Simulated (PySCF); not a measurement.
```xyz
7
charge 0 multiplicity 1, angstrom
N     0.0284    0.1422   -0.4090
O     1.2649   -0.2887    0.0215
O    -0.4057    1.0510    0.5736
O    -0.8593   -0.9102   -0.3420
H     1.2004   -0.4194    0.9838
H    -0.5592    1.8639    0.0811
H    -1.0349   -1.0734    0.6012
```

All numbers come from PBE0 in PySCF with N def2-TZVP, O def2-TZVP, H def2-TZVP; no relativity; density-fitted integrals.

This geometry of N(OH)3 is a stationary point at this level.

Task: What is the point group?

Result: Cs.

Task: Is it a minimum?

Result: Yes: all harmonic wavenumbers are real.

Task: Which band is strongest in the infrared?

Result: 1002 cm⁻¹ (a''), 238 km/mol.

Task: What is the atomisation energy, with and without zero-point energy?

Result: 2108 kJ/mol without, 1984 kJ/mol with.

Other isomers or separated fragments may lie lower. At this level a singlet minimum of Cs symmetry lies 7 kJ/mol below this structure.
